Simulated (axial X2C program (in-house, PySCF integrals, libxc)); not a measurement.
# Excited states of BH by EOM-EE-CCSD

Computed with an axial X2C code built on PySCF integrals: two-component X2C with atomic mean-field Coulomb and Gaunt terms, Gaussian nuclei, basis B dyall-av3z, H dyall-av3z with contracted cores.

R = 1.241 Å (near the PBE0 minimum at charge 0 of the determinant lowest at the starting distance; the state shown can have its own minimum elsewhere).

Hartree–Fock spinors of BH (one of each Kramers pair; a window near the gap, which can cut inner shells):

```json
{"ω": "1/2", "occupied": "yes", "ε (eV)": "-17.61", "character": "46% H s, 35% B s, 10% B p"}
{"ω": "1/2", "occupied": "yes", "ε (eV)": "-9.48", "character": "52% B p, 26% B s, 9% H p"}
{"ω": "1/2", "occupied": "no", "ε (eV)": "0.57", "character": "92% B p, 8% H p"}
{"ω": "3/2", "occupied": "no", "ε (eV)": "0.57", "character": "92% B p, 8% H p"}
{"ω": "1/2", "occupied": "no", "ε (eV)": "0.71", "character": "88% H s, 7% B s, 2% H p"}
{"ω": "1/2", "occupied": "no", "ε (eV)": "0.98", "character": "97% B p, 2% H s"}
{"ω": "1/2", "occupied": "no", "ε (eV)": "1.65", "character": "85% B p, 12% H p, 3% H d"}
{"ω": "3/2", "occupied": "no", "ε (eV)": "1.65", "character": "85% B p, 12% H p, 3% H d"}
```

Vertical excitation energies from the closed-shell determinant state of BH:

```csv
Ω,excitation (eV),cm⁻¹,hole of the leading pair,particle of the leading pair,weight of the pair (for Ω = 0 its time-reversed partner can hold as much again),singles weight
0⁻,1.367,11027,"50% B pσ, 29% B sσ, 10% H pσ","81% B pπ, 13% H pπ",0.49,0.97
0⁺,1.367,11027,"50% B pσ, 29% B sσ, 10% H pσ","81% B pπ, 13% H pπ",0.49,0.97
1,1.368,11033,"50% B pσ, 29% B sσ, 10% H pσ","81% B pπ, 13% H pπ",0.49,0.97
2,1.369,11038,"50% B pσ, 29% B sσ, 10% H pσ","81% B pπ, 13% H pπ",0.97,0.97
1,2.967,23927,"57% B pσ, 18% B sσ, 13% H sσ","77% B pπ, 17% H pπ",0.47,0.95
1,6.404,51652,"54% B pσ, 23% B sσ, 10% H sσ","47% H sσ, 41% B sσ, 10% H pσ",0.95,0.95
0⁻,6.404,51652,"54% B pσ, 23% B sσ, 10% H sσ","47% H sσ, 41% B sσ, 10% H pσ",0.47,0.95
0⁺,6.545,52787,"54% B pσ, 24% B sσ, 10% H sσ","52% H sσ, 38% B sσ, 8% H pσ",0.46,0.93
0⁻,7.341,59210,"53% B pσ, 25% B sσ, 9% H pσ",87% B pσ,0.48,0.96
1,7.341,59210,"53% B pσ, 25% B sσ, 9% H pσ",87% B pσ,0.95,0.96
```

This point took 6.1 s on 1 thread of Intel(R) Xeon(R) Processor @ 2.30GHz (shared host).

Reference electrons by ω block (each with its −ω partner): 1/2: 3. 4 electrons of BH correlated (inner shells frozen), 88 natural virtual spinors (a truncated set); levels can be off by some tenths of an eV. Roots sought by Ω: (0: 5, 1: 4, 2: 3, 3: 1); rows need 60 % singles weight and stop where some Ω has no more roots. Missing are any skipped roots, higher Ω and states of a further excitation; these come out far too high here and may in truth be low or lowest. T1 of the reference 0.014 (Lee–Taylor). Number of frozen shells: B 1 s; H none.
